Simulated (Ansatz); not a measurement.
```yaml
crystal:
  periodic: [false, false, false]
  atoms:
    - {symbol: O, position_ang: [-1.634135, -1.286561, -0.719198]}
    - {symbol: Al, position_ang: [-0.415858, -0.428866, -0.149207]}
    - {symbol: O, position_ang: [0.880153, 0.405964, 0.483021]}
    - {symbol: H, position_ang: [1.169839, 1.309462, 0.385384]}
basis:
  gaussian: {orbitals: aug-cc-pVTZ, nuclear_model: gaussian}
hamiltonian: {xc: {name: B97}}
scf: {lower_state_search: light}
charge: 1
output: {forces: true}
```

```sh
$ ansatz run in.yaml --threads 4 --pin off --events-out ev --progress --plain --max-ram 10444MiB
```

(1) How does Ansatz answer? (Estimate.)

Answers

(1) The calculation gave: The input was rejected before any iteration.
```
Error: YAML parse error: error: line 12 column 1: unknown field `charge`, expected one of crystal, accuracy, basis, kpoints, hamiltonian, magnetization, projection, total_charge, correlation, batch, efield, external_charges, scf, relax, neb, saddle, md, ramp, phonons, dielectric, real_time, elastic, magnetic_configurations, gw, evaluate, workflow, output, checkpoint, execution
10 | hamiltonian: {xc: {name: B97}}
11 | scf: {lower_state_search: light}
12 | charge: 1
13 | output: {forces: true}
```
